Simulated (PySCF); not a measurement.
Ozone, O3.
InChI=1S/O3/c1-3-2

Computed with PySCF, PBE0-D3(BJ)/def2-SVP geometry optimisation, gas phase.

Masses are those of the commonest isotopes; rigid-rotor values at the optimised geometry. 

Task: Give the principal moments of inertia and the rotational constants in cm⁻¹.

Result: Ia = 4.24, Ib = 35.99, Ic = 40.23 u·Å²; 505379 MHz·u·Å²/I gives 119221, 14041 and 12562 MHz, that is A = 3.97678, B = 0.46836, C = 0.41901 cm⁻¹.

Task: Classify the top.

Result: A near-prolate asymmetric top. Ray's parameter κ = (2B − A − C)/(A − C) = -0.972; −1 is the prolate and +1 the oblate limit.

Task: Give the coordinates in the principal-axis frame, origin at the centre of mass.

Result: The sense of each axis is arbitrary; atoms in the order of the calculation.
```tsv
atom	mass (u)	a (Å)	b (Å)	c (Å)
O1	15.995	-1.061	-0.210	0.000
O2	15.995	0.000	0.420	0.000
O3	15.995	1.061	-0.210	0.000
```

The dipole components are |μa| = 0.00 D, |μb| = 0.65 D, |μc| = 0.00 D. The nuclei that the symmetry axis exchanges have no spin, so part of the rotational levels is missing.

Task: Estimate the classical rotational partition function at 50 K and 200 K.

Result: Point group C2v, symmetry number σ = 2; q = (√π/σ)·√((kT/h)³/(ABC)), k/h = 20836.6 MHz/K: 206 at 50 K, 1640 at 200 K.

Not checked by PBE0-D3(BJ)/def2-SVP frequencies. Constants of a rigid frame at the computed geometry: no zero-point averaging, no centrifugal distortion.
